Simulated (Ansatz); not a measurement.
**BSiH (singlet): wave-function methods side by side at distance Si1–B2 = 2.357 Å, 6-31G**

One table from this session's results is given with a row withheld; the runs are named, their logs left out.

The runs use Ansatz 0.2.0, Gaussian basis; 6-31G, core rule «outside noble gas», up to 6 orbitals frozen.

The runs, in order: UHF; CCSD(T) on RHF; CCSD(T) on UHF; BCCD(T) on RHF; CISD; CCSDT(Q) on RHF; CCSDT(Q) on UHF; CISDTQ; CCSDTQ on RHF; CCSDTQ on UHF; CASSCF and MRCISD+Q, 2 electrons in 2 orbitals; CASSCF and NEVPT2, 2 electrons in 2 orbitals; CASSCF and MRCISD+Q, 8 electrons in 9 orbitals; CASSCF and NEVPT2, 8 electrons in 9 orbitals; Full CI.

26 further runs of the same task are left out: 2 for a known fault of the program, 17 that didn't finish, 7 set aside as unsound or not needed.

## The geometry

The geometry derives from a PBE0/def2-TZVP stationary point (not a proven minimum). One bond is set to the value named and the two fragments are kept rigid.

3 atoms, charge 0, spin multiplicity 1.

Atoms are counted from 1 here; the program's logs count them from 0.

Bond lengths: B2–H3 1.186 Å.

Set-up of the first run:

in.yaml

```yaml
crystal:
  periodic: [false, false, false]
  atoms:
    - {symbol: Si, position_ang: [0.000000, 0.000000, 1.966655]}
    - {symbol: B, position_ang: [0.000000, 0.000000, -0.390345]}
    - {symbol: H, position_ang: [0.000000, 0.000000, -1.576311]}
basis:
  gaussian: {orbitals: 6-31G}
magnetization: {spin_polarized: true, initial_magnetization: 0}
hamiltonian: {xc: hf}
output: {orbitals: {seedname: orbitals}}
```

Run with:

```
$ ansatz run in.yaml --threads 1 --pin off --events-out ev --progress --plain --max-ram 2393MiB
```

Steps of the session up to this table: UHF; CCSD(T) on RHF; CCSD(T) on UHF; BCCD(T) on RHF; CISD; CCSDT(Q) on RHF; CCSDT(Q) on UHF; CISDTQ; CCSDTQ on RHF; CCSDTQ on UHF; CASSCF and MRCISD+Q, 2 electrons in 2 orbitals; CASSCF and NEVPT2, 2 electrons in 2 orbitals; CASSCF and MRCISD+Q, 8 electrons in 9 orbitals; CASSCF and NEVPT2, 8 electrons in 9 orbitals; Full CI.

One of the session's tables, all rows but one given; the rest of the session is left out.

It belongs to the step «Misses and costs». 

| method | from FCI (kcal/mol) |
| --- | --- |
| RHF | +86.05 |
| RMP2 | +27.65 |
| CISD | +13.19 |
| RCCSD | +6.28 |
| RCCSD(T) | ? |
| BCCD(T) | +2.82 |
| RCCSDT | +1.63 |
| CISDTQ | +1.45 |
| RCCSDT(Q) | +0.73 |
| RCCSDTQ | +0.13 |
| CASSCF valence | +19.00 |
| NEVPT2 valence | +5.57 |
| MRCISD valence | +0.51 |
| MRCISD+Q valence | +0.09 |
| FCI | 0 |

Q: Estimate the row for RCCSD(T) from the others.

The run gave: from FCI (kcal/mol): +2.40. In the column «from FCI (kcal/mol)» it lies between RCCSDT (+1.63) and BCCD(T) (+2.82).

Left out of the table: CASSCF pair, NEVPT2 pair, MRCISD pair, MRCISD+Q pair (the active space lost an orbital or holds another state than full CI finds).

Limits of these values: The report flags that the cluster equations may have other roots. Left out of the table: UHF, UMP2, UCCSD, UCCSD(T), UCCSDT, UCCSDT(Q), UCCSDTQ (another determinant or state than the rows shown). The program flags RCCSDTQ as in doubt, so those rows may rest on another solution; read them beside their warnings.
